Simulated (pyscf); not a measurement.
Multi-bond step: `[CH3][GaH][CH3]` + `[FH]` → `[CH3][F]` + `[CH3][GaH2]`

Gas phase, singlet surface, charge 0. Bonds broken: C1–Ga2, C1–H4, H6–F11. Bonds formed: C1–H6, C1–F11, Ga2–H4. Structures and frequencies: ωB97X-D3(BJ)/def2-SVP in PySCF.

Transition state (Å):

```xyz
12

C     -0.7744     1.1435     2.0906
Ga     1.0356     0.7960     0.8800
C      0.8086    -0.7479    -0.2847
H      0.4508     0.5214     2.4438
H     -1.3688     0.2479     2.2644
H     -0.7773     1.5412     1.0297
H      1.9018     2.0810     0.8744
H     -0.0174    -1.3852     0.0641
H      0.5898    -0.4246    -1.3141
H      1.7302    -1.3502    -0.3090
F     -2.2833     2.0082     1.3701
H     -0.6957     1.8997     2.8703
```

One imaginary mode, 877i cm⁻¹; descent along it reached the two sides named, in the forms told below.

```json
[
 {"bond": "C1–Ga2", "change": "breaks", "reactant side (Å)": "1.991", "saddle": "2.205", "product side": "3.2"},
 {"bond": "C1–H4", "change": "breaks", "reactant side (Å)": "1.104", "saddle": "1.419", "product side": "3.1"},
 {"bond": "H6–F11", "change": "breaks", "reactant side (Å)": "0.931", "saddle": "1.613", "product side": "2.015"},
 {"bond": "C1–H6", "change": "forms", "reactant side (Å)": "2.484", "saddle": "1.133", "product side": "1.109"},
 {"bond": "C1–F11", "change": "forms", "reactant side (Å)": "2.9", "saddle": "1.882", "product side": "1.368"},
 {"bond": "Ga2–H4", "change": "forms", "reactant side (Å)": "2.574", "saddle": "1.692", "product side": "1.574"}
]
```

Electronic energies relative to the separated reactants (kJ/mol):

```csv
level,barrier,reaction energy,reverse barrier
ωB97X-D3(BJ)/def2-TZVP,308.0,+77.9,230.1
PBE/def2-TZVP,253.0,+74.2,178.8
r²SCAN/def2-TZVP,266.0,+75.7,190.4
B3LYP-D3(BJ)/def2-TZVP,283.5,+71.1,212.4
PBE0-D3(BJ)/def2-TZVP,288.4,+79.0,209.4
M06-2X/def2-TZVP,315.3,+81.2,234.1
ωB97M-D3(BJ)/def2-TZVP,308.4,+76.2,232.2
HF/def2-TZVP,386.1,+53.0,333.2
```

With ωB97M-D3(BJ)/def2-TZVP energies and thermal terms (ideal gas, 1 atm, RRHO with modes under 100 cm⁻¹ raised to 100, one conformer, R ln 2 for chiral ones without a mode under 150 cm⁻¹), in kJ/mol:

```csv
T (K),ΔH‡,ΔG‡,ΔH,ΔG
298,304.0,346.9,+74.8,+72.9
600,302.4,391.2,+69.8,+73.2
900,303.2,435.4,+67.0,+75.5
1200,304.9,479.3,+65.4,+78.6
```

On the reactant side the descent ends in a complex, 26.9 kJ/mol under the separated species and 334.9 kJ/mol under the saddle at ωB97X-D3(BJ)/def2-TZVP. The same reactants have a lower exit, to CH₄ + H₃C–GaH–F (barrier +14.2 kJ/mol at ωB97M-D3(BJ)/def2-TZVP, against +308.4 kJ/mol here). This is the saddle that the search found; another between the same sides may lie lower. Elements up to Kr have no core potential and no relativistic terms here.
